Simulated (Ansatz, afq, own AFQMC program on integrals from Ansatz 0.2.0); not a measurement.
# Where AFQMC and coupled cluster stand for AlBH, doublet

```yaml
atoms:
  - { symbol: B, position_ang: [0.0000, -0.2443, 2.4400] }
  - { symbol: Al, position_ang: [0.0000, 0.1376, -0.9043] }
  - { symbol: H, position_ang: [0.0000, -1.0619, -1.9651] }
```

Connectivity, by distances: B ··· AlH.

Basis 6-31G. Noble-gas cores (and the filled d shells of Ga–Kr and In–Xe) are frozen. AFQMC by an in-house program on the Cholesky factors that Ansatz 0.2.0 writes for its CCSD(T) run. The CISD trial takes its coefficients from CCSD amplitudes. Released means that phaseless walkers are propagated on without the constraint, phases kept. Error bars are statistical, one sigma.

Determinant: ROHF, the one that the program's search chose, which needn't be the lowest solution. The geometry is a point of a scan.

Full CI on the same integrals is exact in this basis and with this determinant's frozen core.

Cautions: strong correlation (T1 0.052, weight of the determinant 0.84, largest double 0.12); the released energy hasn't reached full CI (20 meV above it at 2.40 1/Eh), so no released level is given (meV from the phaseless value at times in 1/Eh: 1 ± 3 at 0.24, 0 ± 3 at 0.51, -7 ± 3 at 0.99, -11 ± 3 at 1.62, -4 ± 7 at 2.40).

The T1 diagnostic is 0.0515 and the weight of the determinant in the CISD state is 0.844. The size of the correlated space is 7 electrons in 18 orbitals.

Reference: full CI, correlation energy -2.538 eV.

```json
{"level": "HF", "E − E(reference) (kJ/mol)": "244.8", "share of correlation (%)": "0.00"}
{"level": "MP2", "E − E(reference) (kJ/mol)": "102.0", "share of correlation (%)": "58.34"}
{"level": "CCSD", "E − E(reference) (kJ/mol)": "6.3", "share of correlation (%)": "97.41"}
{"level": "CCSD(T)", "E − E(reference) (kJ/mol)": "2.9", "share of correlation (%)": "98.83"}
{"level": "CCSDT", "E − E(reference) (kJ/mol)": "0.3", "share of correlation (%)": "99.86"}
{"level": "CCSDT(Q)", "E − E(reference) (kJ/mol)": "0.1", "share of correlation (%)": "99.96"}
{"level": "CCSDTQ", "E − E(reference) (kJ/mol)": "0.0", "share of correlation (%)": "100.00"}
{"level": "ph-AFQMC/CISD", "E − E(reference) (kJ/mol)": "2.3 ± 0.2", "share of correlation (%)": "99.05"}
```

CCSDT and higher add their correlation energy to the determinant of the CCSD(T) run, since their own runs factorise the integrals more tightly (a shift of under 2 meV). A walk keeps the symmetry of its determinant, which the program's search chose and which needn't be the lowest solution, so a lower state of the same spin and another symmetry isn't excluded.
